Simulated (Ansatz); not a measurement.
**AlBH2 (triplet): the correlation ladder at distance B1–H3 = 1.319 Å, 6-31G**

Aim: climb from Hartree-Fock through coupled cluster and multireference methods for AlBH2 (triplet) at one geometry and basis, and see what each rung misses.

The runs use Ansatz 0.2.0, Gaussian basis; 6-31G, core rule «outside noble gas», up to 6 orbitals frozen.

Plan: UHF; CCSD(T) on ROHF; CCSD(T) on UHF; BCCD(T) on ROHF; CISD; CCSDT(Q) on ROHF; CCSDT(Q) on UHF; CASSCF and MRCISD+Q, 4 electrons in 4 orbitals; CASSCF and NEVPT2, 4 electrons in 4 orbitals; CASSCF and MRCISD+Q, 8 electrons in 10 orbitals; CASSCF and NEVPT2, 8 electrons in 10 orbitals; Full CI.

16 further runs of the same task are left out: 1 for a mislabelled method, 12 that didn't finish, 3 set aside as unsound or not needed.

## Step 1: The geometry

The geometry derives from a PBE0/def2-TZVP stationary point (not a proven minimum). One bond is set to the value named and the two fragments are kept rigid.

4 atoms, charge 0, spin multiplicity 3.

Atoms are counted from 1 here; the program's logs count them from 0.

Bond lengths: B1–Al2 2.058 Å, B1–H3 1.319 Å, B1–H4 1.195 Å. Angles: Al2–B1–H3 115.6°, Al2–B1–H4 115.6°, H3–B1–H4 128.7°.

## Step 2: UHF

in.yaml reads:

```yaml
crystal:
  periodic: [false, false, false]
  atoms:
    - {symbol: B, position_ang: [0.000000, -0.002825, 1.367531]}
    - {symbol: Al, position_ang: [0.000000, -0.002825, -0.690746]}
    - {symbol: H, position_ang: [0.000000, 1.186376, 1.938109]}
    - {symbol: H, position_ang: [0.000000, -1.080437, 1.884569]}
basis:
  gaussian: {orbitals: 6-31G}
magnetization: {spin_polarized: true, initial_magnetization: 2}
hamiltonian: {xc: hf}
output: {orbitals: {seedname: orbitals}}
```

Command:

```
ansatz run in.yaml --threads 1 --pin off --events-out ev --progress --plain --max-ram 2393MiB
```

After this run come: CCSD(T) on ROHF; CCSD(T) on UHF; BCCD(T) on ROHF; CISD; CCSDT(Q) on ROHF; CCSDT(Q) on UHF; CASSCF and MRCISD+Q, 4 electrons in 4 orbitals; CASSCF and NEVPT2, 4 electrons in 4 orbitals; CASSCF and MRCISD+Q, 8 electrons in 10 orbitals; CASSCF and NEVPT2, 8 electrons in 10 orbitals; Full CI.

Before running them: what should the planned runs give, taken together? Wanted: FCI below the RHF energy; RMP2 from FCI; UMP2 from FCI; RCCSD from FCI; RCCSD(T) from FCI; UCCSD(T) from FCI; RCCSDT(Q) from FCI; UCCSDT(Q) from FCI; NEVPT2 pair from FCI.

**Answer**, as computed:

| quantity | value |
| --- | --- |
| FCI below the RHF energy | -2.9862 eV |
| RMP2 from FCI | +84.6 kJ/mol |
| UMP2 from FCI | +80.2 kJ/mol |
| RCCSD from FCI | +12.0 kJ/mol |
| RCCSD(T) from FCI | +3.3 kJ/mol |
| UCCSD(T) from FCI | +2.9 kJ/mol |
| RCCSDT(Q) from FCI | +0.1 kJ/mol |
| UCCSDT(Q) from FCI | +0.1 kJ/mol |
| NEVPT2 pair from FCI | +76.7 kJ/mol |
| MRCISD+Q pair from FCI | +4.0 kJ/mol |
| NEVPT2 valence from FCI | +22.3 kJ/mol |
| levels within 1 kcal/mol (43 meV) | RCCSD(T), UCCSD(T), BCCD(T), RCCSDT, UCCSDT, RCCSDT(Q), UCCSDT(Q), MRCISD+Q pair, MRCISD valence, MRCISD+Q valence |
| T1 diagnostic | 0.054 |
| effectively unpaired electrons | 2.06 |

RCCSD(T) lands +3.3 kJ/mol from the yardstick (1.1 % of the correlation energy). The occupations are near whole numbers, but T1 = 0.054 shows that the orbitals relax strongly. Of the multireference levels listed MRCISD+Q valence comes nearest in total energy (+1.3 kJ/mol), which doesn't show that its space is the better one. These misses are within one basis, not against nature; the frozen cores of restricted and unrestricted runs differ, which can shift their rows.
